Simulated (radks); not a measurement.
# Li²⁺ in 1s1: an all-electron calculation

What are the levels of the lithium ion Li2+, how large are its shells, and how does its energy divide?

Method: scalar-relativistic Kohn-Sham, LDA (Slater exchange, VWN5 correlation), spin-polarised, spherical densities, finite nucleus; open shells are filled with parallel spins first. Code: radks (a radial shooting solver on a logarithmic mesh, Libxc functionals) version 1.

**1. The system**

| Quantity | Value |
| --- | --- |
| element | lithium (Z = 3) |
| charge | +2 |
| electrons | 1 |
| configuration | 1s1 |
| nuclear rms radius | 2.444 fm |

The outer shells:

Li²⁺
```
1s [↑ ]
```

**2. The calculation**

Settings of this run:

```text
Z 3
configuration 1s1 2s0 2p0
relativity scalar-relativistic
functional lda,vwn5
spin polarised
nucleus finite rms 2.444 fm
c 137.035999084
```

Run with:

```
$ python run_ks.py task.json out
```

The same process makes all the runs of this session.

What does the calculation give?

As calculated:

```
                        quantity                    value
                    total energy         -4.40258 hartree
exchange-correlation share of it                  18.74 %
                            −T/E                   0.9953
          highest occupied level        1s up, -102.01 eV
    most extended occupied level  1s up, <r> = 0.510 bohr
 radius at density 0.001 e/bohr³                1.54 bohr
    maxima of the radial density                        1
         ionisation energy, NIST       122.45 (theory) eV
```

**Reading.** The radial density shows 1 maxima for 1 occupied principal shells. The top level binds by 102.01 eV, 83 % of the NIST ionisation energy of 122.45 eV; the potential of a semilocal functional falls off too fast, so its top eigenvalue is too shallow. 
